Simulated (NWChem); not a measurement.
# One shape, several levels: C2H6S2 (SMILES CSSC)

Aim: a comparison of 3 runs (CAM-B3LYP/cc-pVDZ, B2PLYP/cc-pVDZ, wB97X/cc-pVDZ) of C2H6S2. 

The results are computed with NWChem 7.3.0.

## 1. Starting point

C2H6S2: 10 atoms, total charge 0, spin state singlet. SMILES: `CSSC`. Geometry: relaxed at PBE0-D4/def2-TZVP. This is one conformer, not always the lowest.

Bond lengths: C1–S2 1.805 Å, S2–S3 2.027 Å, S3–C4 1.805 Å, C1–H5 1.090 Å, C1–H6 1.089 Å, C1–H7 1.093 Å, C4–H8 1.093 Å, C4–H9 1.090 Å, C4–H10 1.089 Å. Some angles: C1–S2–S3 103.4°, S2–S3–C4 103.4°, S2–C1–H5 111.3°, S2–C1–H6 110.5°, S2–C1–H7 106.2°, S3–C4–H8 106.2°, S3–C4–H9 111.3°, S3–C4–H10 110.6°, H5–C1–H6 110.3°, H5–C1–H7 109.0°.

## 2. Energy and forces at CAM-B3LYP/cc-pVDZ (run 1)

The input, sp.nw:

```
start sp
memory 2200 mb
geometry units angstroms noautosym nocenter noautoz
 C    -1.051300    1.501800   -0.317200
 S     0.740400    1.356700   -0.153900
 S     0.967800   -0.119700    1.216900
 C     0.915200   -1.624600    0.221900
 H    -1.485400    0.595200   -0.738400
 H    -1.506100    1.726500    0.646700
 H    -1.228700    2.332500   -1.004300
 H     1.095800   -2.452600    0.911400
 H    -0.061400   -1.758100   -0.243200
 H     1.696600   -1.608900   -0.536800
end
basis spherical bse
 * library cc-pVDZ
end
dft
 xc xcamb88 1.00 lyp 0.81 vwn_5 0.19 hfexch 1.00
 cam 0.33 cam_alpha 0.19 cam_beta 0.46
 mult 1
 grid fine
 convergence energy 1e-08
 direct
 maxiter 100
 mulliken
 print low
end
task dft gradient
```

Started as:

```sh
nwchem sp.nw > sp.out
```

Output:

```text
[...]
 d= 0,ls=0.0,diis     1   -876.1334558562 -1.10D+03  5.12D-03  3.57D-01     6.4
[...]
 d= 0,ls=0.0,diis     8   -876.1722522609 -2.83D-09  4.67D-07  1.75D-09    51.8
         Total DFT energy =     -876.172252260918
      One electron energy =    -1650.385794092016
           Coulomb energy =      615.478256024578
    Exchange-Corr. energy =      -64.473295230769
 Nuclear repulsion energy =      223.208581037290
[...]
                         DFT ENERGY GRADIENTS
    atom               coordinates                        gradient
                 x          y          z           x          y          z
   1 C      -1.986669   2.837990  -0.599421    0.001007  -0.000009  -0.000178
   2 S       1.399153   2.563791  -0.290829   -0.005884  -0.011586   0.011122
   3 S       1.828877  -0.226200   2.299608   -0.001803   0.005891  -0.015977
   4 C       1.729477  -3.070049   0.419330   -0.000049   0.000714   0.000799
   5 H      -2.806999   1.124765  -1.395374    0.002727   0.004689   0.002167
   6 H      -2.846116   3.262612   1.222086    0.002840  -0.001136  -0.004932
   7 H      -2.321906   4.407786  -1.897852    0.000939  -0.003893   0.003247
   8 H       2.070762  -4.634742   1.722296   -0.000838   0.003981  -0.003184
   9 H      -0.116029  -3.322327  -0.459581    0.005026   0.001042   0.002718
  10 H       3.206109  -3.040380  -1.014405   -0.003964   0.000307   0.004217
[...]
```

Wall time 79 s (1 thread of Intel Xeon 6975P-C (Granite Rapids), shared host); peak memory 0.14 GiB.

## 3. A single-point energy at B2PLYP/cc-pVDZ (run 2)

The input, c2h6s2.xyz:

```xyz
10
C2H6S2
C     -1.051300     1.501800    -0.317200
S      0.740400     1.356700    -0.153900
S      0.967800    -0.119700     1.216900
C      0.915200    -1.624600     0.221900
H     -1.485400     0.595200    -0.738400
H     -1.506100     1.726500     0.646700
H     -1.228700     2.332500    -1.004300
H      1.095800    -2.452600     0.911400
H     -0.061400    -1.758100    -0.243200
H      1.696600    -1.608900    -0.536800
```

The input, c2h6s2.nw:

```
start c2h6s2
title "C2H6S2"
memory total 2200 mb
charge 0

geometry units angstrom noautosym nocenter noautoz
  load format xyz c2h6s2.xyz
end

basis spherical bse
  * library cc-pVDZ
end

dft
  xc hfexch 0.53 becke88 0.47 lyp 0.73 mp2 0.27
  dftmp2 semidirect
  grid fine
  convergence energy 1e-08
  iterations 100
  mulliken
end

mp2
  freeze core 12
end

task dft energy
```

Started as:

```sh
nwchem c2h6s2.nw > c2h6s2.out
```

Output:

```text
[...]
          Wavefunction type:  closed shell.
          No. of atoms     :    10
          No. of electrons :    50
[...]
          Charge           :     0
          Spin multiplicity:     1
[...]
          AO basis - number of functions:    94
[...]
              XC Information
              --------------
                     Hartree-Fock (Exact) Exchange  0.530
                    Becke 1988 Exchange Functional  0.470
              Lee-Yang-Parr Correlation Functional  0.730
[...]
 d= 0,ls=0.0,diis     1   -875.6083885878 -1.10D+03  4.42D-03  2.27D-01     4.3
[...]
 d= 0,ls=0.0,diis     8   -875.6427848711 -1.25D-09  2.88D-07  5.92D-10    24.9
         Total DFT energy =     -875.642784871118
      One electron energy =    -1650.229962722895
           Coulomb energy =      615.345166016832
    Exchange-Corr. energy =      -63.966569202345
 Nuclear repulsion energy =      223.208581037290
[...]
      Total Density - Mulliken Population Analysis
     ---------------------------------------------
    Atom       Charge   Shell Charges
 -----------   ------   -------------------------------------------------------
    1 C    6     6.12   2.01  0.66  0.44  2.06  0.89  0.05
    2 S   16    16.07   2.00  2.02  0.93  0.90  6.00  2.33  1.75  0.12
    3 S   16    16.07   2.00  2.02  0.93  0.90  6.00  2.33  1.75  0.12
    4 C    6     6.12   2.01  0.66  0.44  2.06  0.89  0.05
    5 H    1     0.94   0.75  0.17  0.03
    6 H    1     0.93   0.74  0.16  0.03
    7 H    1     0.94   0.74  0.17  0.03
    8 H    1     0.94   0.74  0.17  0.03
    9 H    1     0.94   0.75  0.17  0.03
   10 H    1     0.93   0.74  0.16  0.03
[...]
  Basis functions       =     94
[...]
```

It took 32 s on 1 thread of Intel Xeon 6975P-C (Granite Rapids), shared host; peak memory 0.25 GiB.

## 4. Energy and forces at wB97X/cc-pVDZ (run 3)

The input, run.py:

```python
from ase import Atoms
from ase.calculators.nwchem import NWChem

molecule = Atoms('CSSCHHHHHH', positions=[
    [-1.051300, 1.501800, -0.317200],
    [0.740400, 1.356700, -0.153900],
    [0.967800, -0.119700, 1.216900],
    [0.915200, -1.624600, 0.221900],
    [-1.485400, 0.595200, -0.738400],
    [-1.506100, 1.726500, 0.646700],
    [-1.228700, 2.332500, -1.004300],
    [1.095800, -2.452600, 0.911400],
    [-0.061400, -1.758100, -0.243200],
    [1.696600, -1.608900, -0.536800],
])

calc = NWChem(
    label='mymol',
    theory='dft',
    memory='2200 mb',
    basis='cc-pVDZ',
    basispar='spherical bse',
    dft={'xc': 'wb97x', 'mult': '1', 'grid': 'fine', 'convergence': 'energy 1e-08', 'iterations': '100', 'mulliken': None},
)
molecule.calc = calc

forces = molecule.get_forces()
print("Total energy (eV):", round(molecule.get_potential_energy(), 6))
print("forces (eV/A):")
for s, f in zip(molecule.symbols, forces):
    print(f"{s:2s} {f[0]:10.5f} {f[1]:10.5f} {f[2]:10.5f}")
print("dipole (e A):", molecule.get_dipole_moment().round(4))
```

Started as:

```sh
export ASE_NWCHEM_COMMAND="nwchem PREFIX.nwi > PREFIX.nwo"
python run.py
```

Output:

```text
Total energy (eV): -23842.170095
forces (eV/A):
C     0.12105   -0.02833    0.03749
S     0.18358    0.39868   -0.42202
S     0.03615   -0.23526    0.56143
C     0.00447    0.12089    0.04026
H    -0.13977   -0.26236   -0.12120
H    -0.14619    0.06428    0.27326
H    -0.04427    0.20615   -0.17154
H     0.04479   -0.20646    0.17190
H    -0.28092   -0.04854   -0.14388
H     0.22106   -0.00905   -0.22579
dipole (e A): [-0.3172 -0.2339 -0.1992]
```

The calculator wrote mymol.nwi:

```
title "mymol"

permanent_dir mymol

scratch_dir mymol

start mymol

geometry units angstrom nocenter noautosym noautoz
  C  -1.0512999999999999e+00 1.5018000000000000e+00 -3.1719999999999998e-01
  S  7.4039999999999995e-01 1.3567000000000000e+00 -1.5390000000000001e-01
  S  9.6779999999999999e-01 -1.1970000000000000e-01 1.2169000000000001e+00
  C  9.1520000000000001e-01 -1.6246000000000000e+00 2.2189999999999999e-01
  H  -1.4854000000000001e+00 5.9519999999999995e-01 -7.3839999999999995e-01
  H  -1.5061000000000000e+00 1.7264999999999999e+00 6.4670000000000005e-01
  H  -1.2286999999999999e+00 2.3325000000000000e+00 -1.0043000000000000e+00
  H  1.0958000000000001e+00 -2.4525999999999999e+00 9.1139999999999999e-01
  H  -6.1400000000000003e-02 -1.7581000000000000e+00 -2.4320000000000000e-01
  H  1.6966000000000001e+00 -1.6089000000000000e+00 -5.3680000000000005e-01
end

memory 2200 mb

basis spherical bse noprint
   * library cc-pVDZ
end

dft
  xc wb97x
  mult 1
  grid fine
  convergence energy 1e-08
  iterations 100
  mulliken
end

task dft gradient
```

mymol.nwo:

```text
Northwest Computational Chemistry Package (NWChem) 7.3.0
             --------------------------------------------------------

           Job information
           ---------------

    nwchem branch   = 7.3.0
    use scalapack   = T
    input           = mymol.nwi
    prefix          = mymol.
    data base       = mymol/mymol.db
    status          = startup
    nproc           =        1

           Memory information
           ------------------

[... 5 lines left out ...]
    hardfail = no
[... 107 lines left out ...]
  convergence criterion.
[... 48 lines left out ...]
          Spatial weights used:  Erf1
[... 32 lines left out ...]
 1-e energy   =   -1646.998700
[... 58 lines left out ...]
           Coulomb energy =      615.421545123645
[... 731 lines left out ...]
          Convergence on density requested:  1.00D-05
[... 33 lines left out ...]
          total energy or number of iterations.
[... 42 lines left out ...]
                 ----------------------------------------
                 |  Time  |  1-e(secs)   |  2-e(secs)   |
                 ----------------------------------------
                 |  CPU   |       0.01   |      24.04   |
                 ----------------------------------------
                 |  WALL  |       0.01   |      24.04   |
                 ----------------------------------------

 Task  times  cpu:       79.8s     wall:       79.8s
 Total times  cpu:       79.9s     wall:       79.9s
```

Run time: 81 s. Hardware: 1 thread of Intel Xeon 6975P-C (Granite Rapids), shared host; peak memory 0.14 GiB.

## 5. Overview of the runs

```
run              level      task  frozen core orbitals  energy (Eh)  largest force (eV/Å)  wall time
  1  CAM-B3LYP/cc-pVDZ  gradient                     –  -876.172252                 0.881       79 s
  2     B2PLYP/cc-pVDZ    energy                    12  -875.827977                     –       32 s
  3      wB97X/cc-pVDZ  gradient                     –  -876.183597                 0.610       81 s
```

## 6. Outcome

```
                       quantity          value
            run 3: total energy  -876.18360 Eh
           run 3: dipole moment         2.12 D
             run 3: HOMO energy       -8.98 eV
             run 3: LUMO energy        2.33 eV
           run 3: HOMO–LUMO gap       11.32 eV
run 3: largest force on an atom     0.610 eV/Å
```

In words: Totals of different functionals can't be ranked against each other. All runs together took 3.2 min, the longest 81 s.
